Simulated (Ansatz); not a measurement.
`C=NCS` at its PBE0-D4/def2-TZVP geometry, where that method's forces vanish. The species carries charge 0 and has multiplicity 1.

```xyz
9

C     0.2011   -0.8352   -1.3270
N     0.2157   -0.7559   -0.0710
C     0.2428    0.5573    0.5122
S    -1.2856    0.9206    1.4137
H     0.2097    0.0432   -1.9869
H     0.1753   -1.8166   -1.7983
H     1.0853    0.6186    1.2026
H     0.3336    1.3653   -0.2280
H    -1.1780   -0.0973    2.2827
```

Question: What forces (eV/Å) does PBE-D4/def2-TZVPP give on these atoms in the Gaussian-basis code of Ansatz? (An estimate is asked.)

Answer: The calculation gave: 
```
C1  -0.006 -0.097 -0.597
N2   0.013 -0.224  0.715
C3   0.076  0.012  0.046
S4  -0.317  0.290 -0.021
H5   0.003  0.213 -0.183
H6  -0.010 -0.214 -0.119
H7   0.192  0.018  0.146
H8   0.018  0.209 -0.164
H9   0.031 -0.207  0.178
```
